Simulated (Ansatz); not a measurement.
# [HF2]− (SMILES F[H-]F) at r2SCAN/STO-3G

Aim: the vertical ionisation energy of [HF2]− at r2SCAN/STO-3G, from 2 runs. 

The results are computed with Ansatz 0.2.0.

1 further run of the same task is left out (set aside as unsound or not needed).

### 1 Starting point

[HF2]−: 3 atoms, total charge -1, spin state singlet. SMILES: `F[H-]F`. Geometry: relaxed at PBE0-D4/def2-TZVPD.

A long bond or contact: F1–H2 1.143 Å.

### 2 A single-point energy at r2SCAN/STO-3G

The input, molecule.yaml:

```yaml
basis:
  gaussian: {orbitals: STO-3G}
crystal:
  periodic: [false, false, false]
  atoms:
    - {symbol: F, position_ang: [-0.973200, 0.344400, -0.491000]}
    - {symbol: H, position_ang: [-0.000000, 0.000000, -0.000000]}
    - {symbol: F, position_ang: [0.973200, -0.344400, 0.491000]}
total_charge: -1
hamiltonian: {xc: {name: r2SCAN}}
accuracy: high
```

Run with:

```console
$ ansatz run molecule.yaml --threads 1 --pin off --max-ram 2610MiB --events-out events.jsonl --progress --plain --runs-dir runs
```

What it wrote:

```text
Warning: RAYON_NUM_THREADS=1 ignored (pool sized by the plan → 1); use --threads N
Functional definition: r2SCAN
  name "r2SCAN"
  parameter k0 = 0.174
  parameter k1 = 0.065
  parameter a1 = 4.9479
  exchange = r2scan_x(k0 = k0, k1 = k1, a1 = a1)
  correlation = r2scan_c
160 factors; integrals over basis functions are off by at most 3.7e-8 eV
mean field evaluation 1: about -5361.9791 eV, gradient 3.9e0 eV
mean field evaluation 2: about -5362.0351 eV, gradient 1.3e0 eV
mean field evaluation 4: about -5362.0052 eV, gradient 9.9e-2 eV
mean field evaluation 8: about -5362.0053 eV, gradient 1.2e-6 eV
mean field -5362.00526476 eV, -197.0500589824 hartree, gradient 2.3e-9 eV, S^2 0.000000; 0 other end points of the search recorded, 0 dependent functions left out
reference -5362.00526496 eV, -197.0500589896 hartree; 10, 10 occupied and 1, 1 virtual orbitals, 160 factors
Total energy: -5362.00526496 eV, -197.0500589896 hartree
```

It took 1.2 s on 1 thread of Arm Neoverse V1, shared host; peak memory 0.1 GiB.

### 3 Doublet neutral HF2

The input, run.yaml:

```yaml
crystal:
  periodic: [false, false, false]
  atoms:
    - {symbol: F, position_ang: [-0.973200, 0.344400, -0.491000]}
    - {symbol: H, position_ang: [-0.000000, 0.000000, -0.000000]}
    - {symbol: F, position_ang: [0.973200, -0.344400, 0.491000]}
basis:
  gaussian: {orbitals: STO-3G}
magnetization: {spin_polarized: true, initial_magnetization: 1}
hamiltonian: {xc: r2scan}
accuracy: high
```

Run with:

```console
$ ansatz run run.yaml --threads 1 --pin off --max-ram 2610MiB --events-out events.jsonl --progress --plain --runs-dir runs
```

What it wrote (excerpt; [...] marks lines left out):

```text
Warning: RAYON_NUM_THREADS=1 ignored (pool sized by the plan → 1); use --threads N
[... 7 set-up lines as earlier in the session ...]
160 factors; integrals over basis functions are off by at most 3.7e-8 eV
mean field evaluation 1: about -5365.5351 eV, gradient 3.1e0 eV
mean field evaluation 2: about -5365.6098 eV, gradient 1.1e0 eV
mean field evaluation 4: about -5365.5848 eV, gradient 6.2e-2 eV
mean field evaluation 8: about -5365.5848 eV, gradient 2.5e-4 eV
mean field evaluation 16: about -5365.5848 eV, gradient 1.3e-5 eV
mean field evaluation 32: about -5365.2913 eV, gradient 2.2e0 eV
mean field evaluation 64: about -5365.5139 eV, gradient 5.2e-1 eV
mean field evaluation 96: about -5365.2913 eV, gradient 2.2e0 eV
mean field -5365.58484428 eV, -197.1816061033 hartree, gradient 1.3e-10 eV, S^2 0.750233; 13 other end points of the search recorded, 0 dependent functions left out
reference -5365.58484465 eV, -197.1816061169 hartree; 10, 9 occupied and 1, 2 virtual orbitals, 160 factors
Total energy: -5365.58484465 eV, -197.1816061169 hartree
```

It took 15 s on 1 thread of Arm Neoverse V1, shared host; peak memory 0.15 GiB.

### 4 What came out

At r2SCAN/STO-3G:

| quantity | value |
| --- | --- |
| singlet [HF2]−: total energy | -197.05006 Eh |
| doublet neutral HF2: total energy | -197.18161 Eh |
| doublet neutral HF2: ⟨S²⟩ | 0.750 |
| vertical detachment energy (to the doublet neutral) | -3.580 eV |

The species is unbound against losing an electron at this level, by 3.58 eV (−345 kJ/mol); missing correlation or diffuse functions can give that sign where the real anion is bound. In a minimal basis such a difference can be off by several eV, whatever the method.
